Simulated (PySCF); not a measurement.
Molfile (atoms numbered from 1):
```
CH6N
     RDKit          3D

  8  7  0  0  0  0  0  0  0  0999 V2000
   -0.7301    0.1013   -0.0364 C   0  0  0  0  0  0  0  0  0  0  0  0
    0.7452   -0.1142    0.0026 N   0  0  0  0  0  0  0  0  0  0  0  0
   -1.1656   -0.5703   -0.7858 H   0  0  0  0  0  0  0  0  0  0  0  0
   -0.9265    1.1459   -0.3046 H   0  0  0  0  0  0  0  0  0  0  0  0
   -1.1454   -0.1190    0.9540 H   0  0  0  0  0  0  0  0  0  0  0  0
    0.9862   -1.0828    0.2535 H   0  0  0  0  0  0  0  0  0  0  0  0
    1.2060    0.4960    0.6915 H   0  0  0  0  0  0  0  0  0  0  0  0
    1.1866    0.0762   -0.9076 H   0  0  0  0  0  0  0  0  0  0  0  0
  1  2  1  0
  1  3  1  0
  1  4  1  0
  1  5  1  0
  2  6  1  0
  2  7  1  0
  2  8  1  0
M  CHG  1   2   1
M  END
```

Geometry: PBE0-D3(BJ)/def2-SVP; GIAO shifts from PySCF, gas phase, non-relativistic, averaged over equivalent atoms.

At PBE0/pcSseg-1 (64 basis functions, 3.4 s wall time on 1 thread of an Arm Neoverse V1, shared host):
```json
{"atoms": "C1", "δ (ppm)": "31.7"}
{"atoms": "N2", "δ (ppm)": "45.0"}
{"atoms": "H6/H7/H8", "δ (ppm)": "4.57"}
{"atoms": "H3/H4/H5", "δ (ppm)": "3.53"}
```

Chemical shifts δ = σref − σ; $^{13}$C (σ = 184.41 ppm), $^{1}$H (σ = 31.27 ppm) vs TMS; $^{15}$N (σ = 265.67 ppm) against NH3, all at this level.

Question: Estimate the result of repeating the calculation with PBE/pcSseg-2.

Answer: 
```
   atoms  δ at PBE/pcSseg-2  change
      C1               32.2    +0.5
      N2               45.6    +0.6
H6/H7/H8               4.59   +0.02
H3/H4/H5               3.27   -0.26
```

Referencing at the same level of theory: TMS for $^{13}$C (σ = 179.39 ppm) and $^{1}$H (σ = 31.18 ppm); NH3 for $^{15}$N (σ = 261.04 ppm).

The largest change is at N2 (ammonium nitrogen). Cost: 156 basis functions, 7.8 s wall time on 1 thread of an Arm Neoverse V1, shared host.

Experimental scales use liquid or dissolved standards, which lie at an offset from isolated NH3 (liquid NH3: subtract about 20 ppm).
